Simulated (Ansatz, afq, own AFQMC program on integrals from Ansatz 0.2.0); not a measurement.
**SBr⁺, triplet → SBr⁺, quintet**

```xyz
2

S     0.0000    0.0000    0.0000
Br    0.0000    0.0000    2.0253
```

E(quintet, charge +1) − E(triplet, charge +1) at this geometry, on UHF and ROHF determinants.

Basis cc-pVDZ. Noble-gas cores (and the filled d shells of Ga–Kr and In–Xe) are frozen. Ansatz 0.2.0 and our own AFQMC program on the same integrals; the CISD trial comes from CCSD amplitudes, and released means the phaseless constraint is let go. Error bars are statistical, one sigma. No spin–orbit coupling. The errors of all members are added in quadrature.

No full CI on the walks' own integrals is used here; CCSDT(Q) serves as the reference and is uncertain by about the last step of the cluster series. Each member takes its own surest rung, up to full CI.

Errors are counted within cc-pVDZ, not against nature.

Cautions: inner d shell frozen; no relativity below Rb; no spin-orbit coupling; SBr⁺ (triplet): the ph-AFQMC/CISD walk drifts between its halves (2.1 errors), its ph-AFQMC/CISD value lies 48 ± 16 meV above CCSDT(Q); SBr⁺ (quintet): another spin lies lower; the upper state may be diffuse, so the gap hangs on the basis; core correlation is missing, and it shifts such a gap most where an s electron is promoted.

| level | vertical spin gap (eV) |
| --- | --- |
| HF | 5.218 |
| MP2 | 5.837 |

**Question.** From these cheaper values, estimate the vertical spin gap at the reference level in cc-pVDZ.

**Answer.** 5.941 eV (CCSDT(Q) in cc-pVDZ).

```csv
level,vertical spin gap (eV),error against CCSDT(Q) (eV)
CCSD,5.811,-0.130
CCSD(T),5.919,-0.022
CCSDT,5.930,-0.011
ph-AFQMC/CISD,5.903 ± 0.019,-0.038 ± 0.019
released AFQMC,5.939 ± 0.025,-0.002 ± 0.025
```

Correlation beyond CCSD(T) adds 0.022 eV. The perturbative (T) step is worth +0.107 eV.

A walk keeps the symmetry of its determinant, which the program's search chose and which needn't be the lowest solution, so a lower state of the same spin and another symmetry isn't excluded. Released energies are given only where the last usable release times agree within the noise; a slower fall can still hide under it.
